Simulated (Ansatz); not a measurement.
A run of Ansatz (development build ahead of 0.2.0) on triplet OH(+) at this shape:

```yaml
atoms:
  - { symbol: O, position_ang: [0.0000, 0.0000, 0.0000] }
  - { symbol: H, position_ang: [0.0000, 0.0000, 1.0084] }
```

Its results:

```yaml
Converged: yes
Reference_energy: -75.00407 hartree
CCSD_correlation_energy: -0.16182 hartree
Triples_correction: -0.00304 hartree
Total_energy: -75.16893 hartree
Spin_squared_of_the_determinant: 2.013
```

Task: Which input gives this output? Name the method, the orbitals and the basis set, and write the input.

Result: UHF-CCSD(T) in cc-pVTZ.

```yaml
crystal:
  periodic: [false, false, false]
  atoms:
    - { symbol: O, position_ang: [0.0, 0.0, 0.0] }
    - { symbol: H, position_ang: [0.0, 0.0, 1.00842] }
basis:
  gaussian: { orbitals: cc-pVTZ }
total_charge: 1
magnetization:
  spin_polarized: true
  initial_magnetization: 2
hamiltonian:
  xc: hf
correlation:
  method: ccsd_t
  frozen_orbitals: { H: 0, O: 1 }
```
